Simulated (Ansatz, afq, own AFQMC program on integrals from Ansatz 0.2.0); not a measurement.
AFQMC on a folder of integrals that Ansatz 0.2.0 wrote.

```yaml
crystal:
  periodic: [false, false, false]
  atoms:
    - {symbol: B, position_ang: [0.000000, 0.000000, 1.153245]}
    - {symbol: N, position_ang: [0.000000, 0.000000, -0.080303]}
    - {symbol: H, position_ang: [0.000000, 0.000000, -1.072942]}
basis:
  gaussian: {orbitals: 6-31G}
magnetization: {spin_polarized: true, initial_magnetization: 1}
correlation: {method: ccsd_t, electrons: outside_noble_gas, hamiltonian_folder: ham}
```

```sh
$ ansatz run in.yaml --threads 1 --pin off --events-out ev --progress --plain --max-ram 1843MiB
```

Options of the walk:

```
--method phaseless --trial hf --walkers 320 --populations 1 --least-time 40 --time-step 0.005 --steps-per-block 20 --equilibration-blocks 112 --max-blocks 600 --target-error 0.00108 --factor-cut 1e-05 --start spin_pure --seed 2451 --taylor-order 6
```

Times are imaginary, in 1/Eh. The walk had a cap of 530 s.

afq prints:

```
orbitals 18  electrons 5 4  factors 109 of 290
reference energy -79.62342425 Eh
CCSD correlation -0.16187795 Eh in 11 cycles, weight of the determinant in the CISD state 0.8976
energy of the start -79.627221 Eh
 block  time / (1/Eh)  mean weight  energy / Eh
     1     0.100  1.0007  -79.666152
     2     0.200  1.0011  -79.697212
     3     0.300  1.0012  -79.716595
     4     0.400  1.0013  -79.730821
     5     0.500  1.0007  -79.744108
    10     1.000  0.9996  -79.764566
    86     8.600  0.9996  -79.778985
   171    17.100  1.0005  -79.811005
   205    20.500  1.0002  -79.763204
   256    25.600  1.0008  -79.798888
   341    34.100  0.9996  -79.783504
   426    42.600  1.0003  -79.797828
   460    46.000  0.9997  -79.811658
   511    51.100  0.9994  -79.785344
   596    59.600  0.9993  -79.787365
   681    68.100  0.9995  -79.785060
   698    69.800  1.0008  -79.797508
blocks merged  error / Eh  count
     1  0.000638  600
     2  0.000841  300
     4  0.001095  150
     8  0.001340  75
    16  0.001535  37
    32  0.001710  18
    64  0.001823  9
energy -79.788678 +/- 0.001710 Eh
(rows thinned)
```

The run passed its tests (sampling time, drift between the halves within three errors, error under three times the target), which doesn't prove that it has relaxed.

Against this walk (error 46.5 meV) on the same determinant: CCSD(T) 60.7 meV lower (within the noise), CCSDT(Q) 104.6 meV lower, CCSDTQ 99.2 meV lower, full CI for this spin (own frozen core, lowest symmetry allowed) 100.2 meV lower, a separate phaseless walk with a CISD trial and standard settings 80.2 ± 47.3 meV lower (within the noise). The error is statistical and leaves out the bias of the constraint. The determinant has ⟨S²⟩ = 0.87, so the low cluster orders mix in higher spin (the high orders can go on to a lower state of that spin), while the walk starts as a pure doublet.

Cautions: constraint bias not in the error; error above the target (46.5 against 29.4 meV); unrestricted determinant spin contaminated (⟨S²⟩ 0.87 against 0.75).

The walk took 4.4 min on 1 thread of Intel(R) Xeon(R) Platinum 8259CL CPU @ 2.50GHz (Skylake/Cascade Lake), on a shared host. The log's last line is the phaseless energy.

CCSDT and higher add their correlation energy to the determinant of the CCSD(T) run, since their own runs factorise the integrals more tightly (a shift of under 2 meV). A walk keeps the symmetry of its determinant, which the program's search chose and which needn't be the lowest solution, so a lower state of the same spin and another symmetry isn't excluded.
